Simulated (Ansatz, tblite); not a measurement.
**B(SMe2)H3 (C2H9BS): a ladder of methods and basis sets**

How do method and basis change the picture of B(SMe2)H3 (C2H9BS) (singlet)?

Program: Ansatz 0.2.0, Gaussian basis. Level of theory: as each input shows. These are calculated values, not measurements.

Plan: GFN1-xTB, GFN2-xTB, PBE-D4/def2-TZVP, r2SCAN-D4/def2-TZVP, ωB97M-V/def2-TZVP, ωB97X-V/def2-TZVP, revPBE-D4/def2-TZVP, B97M-V/def2-TZVP, HF/def2-TZVP, PBE-QIDH/def2-TZVP, BHLYP-D4/def2-TZVP, LC-ωPBE(0.10)/def2-TZVP, LC-ωPBE(0.15)/def2-TZVP, LC-ωPBE(0.20)/def2-TZVP, LC-ωPBE(0.30)/def2-TZVP, PBE-D4/def2-SVP, PBE0-D4/def2-SVP, HF/STO-3G, PBE0-D4/def2-TZVPD, PBE-D4/def2-TZVPD, r2SCAN-D4/def2-TZVPD, CCSD(T)/def2-TZVPP, MP2/def2-TZVP, RPA/def2-TZVP.

**1. The structure**

The geometry is that of the singlet, from an earlier relaxation (r2SCAN-D4/def2-SVP).

13 atoms, charge 0, spin multiplicity 1.

Bond lengths: B1–S2 1.948 Å, B1–H11 1.220 Å, B1–H12 1.220 Å, B1–H13 1.223 Å, S2–C3 1.808 Å, S2–C4 1.808 Å, C3–H5 1.100 Å, C3–H6 1.099 Å, C3–H7 1.098 Å, C4–H8 1.100 Å, C4–H9 1.099 Å, C4–H10 1.098 Å. Angles: S2–B1–H11 102.7°, S2–B1–H12 102.7°, S2–B1–H13 105.0°, H11–B1–H12 113.7°, H11–B1–H13 115.2°, H12–B1–H13 115.2°, B1–S2–C3 103.4°, B1–S2–C4 103.4°, C3–S2–C4 100.0°, S2–C3–H5 109.3°, S2–C3–H6 110.2°, S2–C3–H7 106.5°, H5–C3–H6 111.4°, H5–C3–H7 109.4°, H6–C3–H7 109.8°, S2–C4–H8 109.3°, S2–C4–H9 110.2°, S2–C4–H10 106.5° and more.

PBE0-D4/def2-TZVP was run before; its log isn't repeated, and its numbers join the tables.

**2. GFN1-xTB**

Tight binding, by tblite at 300 K electronic temperature and without a spin-polarisation term:

```python
tblite.interface.Calculator('GFN1-xTB', numbers, positions, charge=0, uhf=0).singlepoint()
```

Energy -384.6894 eV, HOMO -11.14 eV, LUMO -6.25 eV; 0.006 s.

**3. GFN2-xTB**

Tight binding, by tblite at 300 K electronic temperature and without a spin-polarisation term:

```python
tblite.interface.Calculator('GFN2-xTB', numbers, positions, charge=0, uhf=0).singlepoint()
```

Energy -362.9318 eV, HOMO -10.37 eV, LUMO -5.71 eV; 0.003 s.

**4. PBE-D4/def2-TZVP**

start.molden holds the orbitals of an earlier run on this state, given as this run's starting guess.

in.yaml reads:

```yaml
crystal:
  periodic: [false, false, false]
  atoms:
    - {symbol: B, position_ang: [0.473299, 0.728251, -1.513711]}
    - {symbol: S, position_ang: [0.389329, 0.612875, 0.429071]}
    - {symbol: C, position_ang: [0.956358, -1.068457, 0.773807]}
    - {symbol: C, position_ang: [-1.377178, 0.422552, 0.761425]}
    - {symbol: H, position_ang: [0.415657, -1.775216, 0.127169]}
    - {symbol: H, position_ang: [0.812808, -1.306183, 1.837411]}
    - {symbol: H, position_ang: [2.026330, -1.094219, 0.527021]}
    - {symbol: H, position_ang: [-1.786084, -0.369348, 0.116687]}
    - {symbol: H, position_ang: [-1.540753, 0.199220, 1.825257]}
    - {symbol: H, position_ang: [-1.848482, 1.380884, 0.504758]}
    - {symbol: H, position_ang: [1.673750, 0.706241, -1.731595]}
    - {symbol: H, position_ang: [-0.047111, 1.808394, -1.740608]}
    - {symbol: H, position_ang: [-0.147912, -0.245015, -1.916702]}
basis:
  gaussian: {orbitals: def2-TZVP, initial_orbitals: start.molden}
hamiltonian: {xc: pbe, dispersion: d4}
scf: {omitted_lower_state_checks: [starts]}
output: {orbitals: {seedname: orbitals}}
```

Command:

```console
> ansatz run in.yaml --threads 4 --pin off --events-out ev --progress --plain --max-ram 3916MiB
```

After this run come: r2SCAN-D4/def2-TZVP; ωB97M-V/def2-TZVP; ωB97X-V/def2-TZVP; revPBE-D4/def2-TZVP; B97M-V/def2-TZVP; HF/def2-TZVP; PBE-QIDH/def2-TZVP; BHLYP-D4/def2-TZVP; LC-ωPBE(0.10)/def2-TZVP; LC-ωPBE(0.15)/def2-TZVP; LC-ωPBE(0.20)/def2-TZVP; LC-ωPBE(0.30)/def2-TZVP; PBE-D4/def2-SVP; PBE0-D4/def2-SVP; HF/STO-3G; PBE0-D4/def2-TZVPD; PBE-D4/def2-TZVPD; r2SCAN-D4/def2-TZVPD; CCSD(T)/def2-TZVPP; MP2/def2-TZVP; RPA/def2-TZVP.

Q: Predict the results of all the runs planned. Wanted: gap in def2-TZVP, named functionals and Hartree-Fock, smallest and largest; gap over the ω; correlation energy, CCSD(T)/def2-TZVPP; correlation energy, MP2/def2-TZVP; binding an atom, CCSD(T)/def2-TZVPP; PBE0 total energy, smallest basis above largest.

As calculated:

```
                                                                  quantity                            value
gap in def2-TZVP, named functionals and Hartree-Fock, smallest and largest  5.95 eV (PBE-D4), 14.22 eV (HF)
                                                   gap over the ω (1/bohr)  8.83 eV at 0.1, 12.35 eV at 0.3
                                    correlation energy, CCSD(T)/def2-TZVPP                        -20.87 eV
                                         correlation energy, MP2/def2-TZVP                        -17.73 eV
                                       binding an atom, CCSD(T)/def2-TZVPP                         3.514 eV
                           PBE0 total energy, smallest basis above largest   7.03 eV (def2-SVP, def2-TZVPD)
```

What this shows: Orbital gaps of the named functionals and Hartree-Fock in def2-TZVP span 5.95 eV (PBE-D4) to 14.22 eV (HF); exact exchange widens it. Raising the ω (1/bohr) from 0.1 to 0.3 moves the HOMO by -1.96 eV and the LUMO by +1.56 eV. A small miss in a minimal or small basis is a cancelling of errors, not accuracy. The functionals in def2-TZVP miss CCSD(T)/def2-TZVPP by +0.013 (BHLYP-D4) to +0.128 eV (PBE-D4) an atom. The reference is CCSD(T) in one finite basis, so it carries an error of its own, often a tenth of an eV or more, and near misses can't be ranked.
